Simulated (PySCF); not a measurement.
BCl: frontier orbitals

PBE at R = 1.728 Å; basis B 6-311G(d,p), Cl 6-311G(d,p); no relativity; PySCF 2.14. State: ¹Σ⁺ (singlet), closed shell. Only the outer orbitals are listed, counted within each symmetry.

```csv
orbital,occ.,ε (eV),on B (%),main shells (%)
5σ,2,-22.24,9,89 Cl s
6σ,2,-12.74,31,"60 Cl p, 24 B s, 8 Cl s"
2π,2,-9.68,10,"90 Cl p, 9 B p"
2π,2,-9.68,10,"90 Cl p, 9 B p"
7σ,2,-6.30,92,"69 B s, 22 B p, 9 Cl p"
3π,0,-2.90,91,91 B p
3π,0,-2.90,91,91 B p
8σ,0,1.31,76,"70 B p, 32 Cl p"
```

Task: Which are the highest filled and the lowest empty level, where do they sit, and how wide is the gap?

Result: Highest filled 7σ at -6.30 eV (in %: 69 B s, 22 B p, 9 Cl p); lowest empty 3π at -2.90 eV (in %: 91 B p); the gap at PBE is 3.40 eV.

```json
{"bond order (Mayer)": "1.35", "⟨S²⟩": "0.000", "charge on B (Mulliken, basis-dependent)": "-0.04", "charge on B (Löwdin, basis-dependent)": "-0.30", "dipole moment (positive dipole means B(−)Cl(+))": "1.39 D", "polarisability along the bond": "38.9 bohr³", "polarisability across the bond": "21.2 bohr³"}
```
